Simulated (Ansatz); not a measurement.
# C3H6O2: up Jacob's ladder to CCSD(T)

The task here is to estimate one member of a computed series from the others.

The runs use Ansatz 0.2.0, Gaussian basis; functionals in def2-TZVPP, the program's frozen cores in correlated methods.

Plan: PBE-D4, r2SCAN-D4, PBE0-D4, B3LYP-D4, ωB97X-V, ωB97M-V, B2PLYP; CCSD(T)/def2-TZVPP; MP2/def2-QZVPP; extrapolation to the limit.

## The relaxed structure

An earlier PBE0-D4 in a triple-zeta def2 set relaxation fixed the geometry.

SMILES `OCC1CO1`, 11 atoms, charge 0, spin multiplicity 1.

Atoms are counted from 1 here; the program's logs count them from 0.

Bond lengths: O1–C2 1.412 Å, O1–H6 0.959 Å, C2–C3 1.498 Å, C2–H7 1.098 Å, C2–H8 1.099 Å, C3–C4 1.456 Å, C3–O5 1.416 Å, C3–H9 1.089 Å, C4–O5 1.420 Å, C4–H10 1.087 Å, C4–H11 1.087 Å. Angles: C2–O1–H6 108.7°, O1–C2–C3 107.7°, O1–C2–H7 112.1°, O1–C2–H8 111.3°, C3–C2–H7 108.7°, C3–C2–H8 109.1°, H7–C2–H8 107.9°, C2–C3–C4 121.2°, C2–C3–O5 115.5°, C2–C3–H9 115.2°, C4–C3–O5 59.2°, C4–C3–H9 118.4°, O5–C3–H9 114.9°, C3–C4–O5 59.0°, C3–C4–H10 119.7°, C3–C4–H11 119.1°, O5–C4–H10 115.3°, O5–C4–H11 115.3° and more.

The first run:

in.yaml reads:

```yaml
crystal:
  periodic: [false, false, false]
  atoms:
    - {symbol: O, position_ang: [-1.768773, 0.140842, -0.697903]}
    - {symbol: C, position_ang: [-0.917552, -0.298895, 0.338689]}
    - {symbol: C, position_ang: [0.336134, 0.517727, 0.274607]}
    - {symbol: C, position_ang: [1.510550, 0.042249, -0.443673]}
    - {symbol: O, position_ang: [1.446242, -0.015206, 0.973777]}
    - {symbol: H, position_ang: [-2.628926, -0.268141, -0.583419]}
    - {symbol: H, position_ang: [-0.652795, -1.359615, 0.233644]}
    - {symbol: H, position_ang: [-1.384352, -0.163159, 1.323986]}
    - {symbol: H, position_ang: [0.196418, 1.591943, 0.384998]}
    - {symbol: H, position_ang: [2.221362, 0.758469, -0.846915]}
    - {symbol: H, position_ang: [1.467092, -0.919215, -0.949792]}
basis:
  gaussian: {orbitals: def2-TZVPP}
hamiltonian: {xc: pbe, dispersion: d4}
output: {forces: true, orbitals: {seedname: orbitals}}
```

Steps of the session up to this table: PBE-D4 (GGA); r2SCAN-D4 (meta-GGA); PBE0-D4 (hybrid); B3LYP-D4 (hybrid); ωB97X-V (range-separated); ωB97M-V (range-separated); B2PLYP (double hybrid); CCSD(T) in def2-TZVPP; MP2 in def2-QZVPP.

One table of the session follows, with a row left open; its other results are not shown here.

```
            method  atomisation energy (kJ/mol)
            PBE-D4                       4514.0
         r2SCAN-D4                       4389.3
           PBE0-D4                       4402.7
          B3LYP-D4                       4363.1
           ωB97X-V                       4385.8
           ωB97M-V                       4388.9
            B2PLYP                       4327.2
     HF/def2-TZVPP                       3061.7
    MP2/def2-TZVPP                       4361.9
   CCSD/def2-TZVPP                       4185.3
CCSD(T)/def2-TZVPP                       4259.5
           MP2/CBS                       4477.3
       CCSD(T)/CBS                            ?
```

**Question.** Estimate the row for CCSD(T)/CBS.

As computed: atomisation energy (kJ/mol): 4374.9. In the column «atomisation energy (kJ/mol)» it lies between B3LYP-D4 (4363.1) and ωB97X-V (4385.8).
